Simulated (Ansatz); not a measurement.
# BHO+ (quartet): wave-function methods side by side, 6-31G

Aim: climb from Hartree-Fock through coupled cluster and multireference methods for BHO+ (quartet) at one geometry and basis, and see what each rung misses.

Method: 6-31G, core rule «outside noble gas», up to 2 orbitals frozen; program: Ansatz 0.2.0, Gaussian basis.

To be run: UHF; CCSD(T) on ROHF; CCSD(T) on UHF; BCCD(T) on ROHF; CISD; CCSDT(Q) on ROHF; CCSDT(Q) on UHF; CISDTQ; CCSDTQ on ROHF; CCSDTQ on UHF; CASSCF and MRCISD+Q, 9 electrons in 9 orbitals; CASSCF and NEVPT2, 9 electrons in 9 orbitals; Full CI.

4 further runs of the same task are left out: 4 set aside as unsound or not needed.

### 1 What is computed

The geometry is a PBE0/def2-TZVP stationary point (not a proven minimum) of the parent state, kept for this charge and spin.

3 atoms, charge 1, spin multiplicity 4.

Atoms are counted from 1 here; the program's logs count them from 0.

Bond lengths: B1–O2 1.342 Å, B1–H3 1.222 Å. Angles: O2–B1–H3 107.9°.

### 2 UHF

The input, in.yaml:

```yaml
crystal:
  periodic: [false, false, false]
  atoms:
    - {symbol: B, position_ang: [0.000000, -0.203796, 0.731699]}
    - {symbol: O, position_ang: [0.000000, 0.084016, -0.579305]}
    - {symbol: H, position_ang: [0.000000, 0.852259, 1.347434]}
basis:
  gaussian: {orbitals: 6-31G}
total_charge: 1
magnetization: {spin_polarized: true, initial_magnetization: 3}
hamiltonian: {xc: hf}
output: {orbitals: {seedname: orbitals}}
```

The run is started by

```
> ansatz run in.yaml --threads 1 --pin off --events-out ev --progress --plain --max-ram 2816MiB --backend cpu
```

After this run come: CCSD(T) on ROHF; CCSD(T) on UHF; BCCD(T) on ROHF; CISD; CCSDT(Q) on ROHF; CCSDT(Q) on UHF; CISDTQ; CCSDTQ on ROHF; CCSDTQ on UHF; CASSCF and MRCISD+Q, 9 electrons in 9 orbitals; CASSCF and NEVPT2, 9 electrons in 9 orbitals; Full CI.

Q: Predict the results of all the runs planned. Wanted: FCI below the RHF energy; RMP2 from FCI; UMP2 from FCI; RCCSD from FCI; RCCSD(T) from FCI; UCCSD(T) from FCI; RCCSDT(Q) from FCI; UCCSDT(Q) from FCI; NEVPT2 valence from FCI.

**Answer**, as computed:

```
                         quantity                                                                                                          value
         FCI below the RHF energy                                                                                                     -3.1194 eV
                    RMP2 from FCI                                                                                                +19.06 kcal/mol
                    UMP2 from FCI                                                                                                +17.91 kcal/mol
                   RCCSD from FCI                                                                                                 +2.20 kcal/mol
                RCCSD(T) from FCI                                                                                                 +0.71 kcal/mol
                UCCSD(T) from FCI                                                                                                 +0.66 kcal/mol
               RCCSDT(Q) from FCI                                                                                                 +0.02 kcal/mol
               UCCSDT(Q) from FCI                                                                                                  0.00 kcal/mol
          NEVPT2 valence from FCI                                                                                                 +8.59 kcal/mol
        MRCISD+Q valence from FCI                                                                                                 +0.77 kcal/mol
levels within 1 kcal/mol (43 meV)  RCCSD(T), UCCSD(T), BCCD(T), RCCSDT, UCCSDT, CISDTQ, RCCSDT(Q), UCCSDT(Q), RCCSDTQ, UCCSDTQ, MRCISD+Q valence
                    T1 diagnostic                                                                                                          0.062
   effectively unpaired electrons                                                                                                           3.02
```

RCCSD(T) lands +0.71 kcal/mol from the yardstick (1.0 % of the correlation energy). The occupations are near whole numbers, but T1 = 0.062 shows that the orbitals relax strongly. Of the multireference levels listed MRCISD+Q valence comes nearest in total energy (+0.77 kcal/mol), which doesn't show that its space is the better one. These misses are within one basis, not against nature; the frozen cores of restricted and unrestricted runs differ, which can shift their rows.
